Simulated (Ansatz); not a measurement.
The parent structure is Au in the fcc (Cu type) structure (space group Fm-3m, No. 225; a = 4.157 Å).

Method: DFT with PBE, PAW potentials and a 420 eV plane-wave cutoff in Ansatz (a program for electronic structure), no spin-orbit coupling.

One thing is altered: every Au is replaced by Pt; the structure is relaxed again.

Measured lattice parameter a: Au 4.062 Å (static lattice; corrected from measurement; as listed in Daniel Mejia-Rodriguez, S. B. Trickey, Phys. Rev. B (2018)); Pt 3.913 Å (static lattice; corrected from measurement; as listed in Daniel Mejia-Rodriguez, S. B. Trickey, Phys. Rev. B (2018)).

Question: How well does PBE reproduce the measured shift?

Answer: With PBE the lattice parameter a moves by -0.187 Å (4.157 → 3.970) against -0.149 Å measured.

No phonon test of stability was made. The final runs are not spin-polarised.
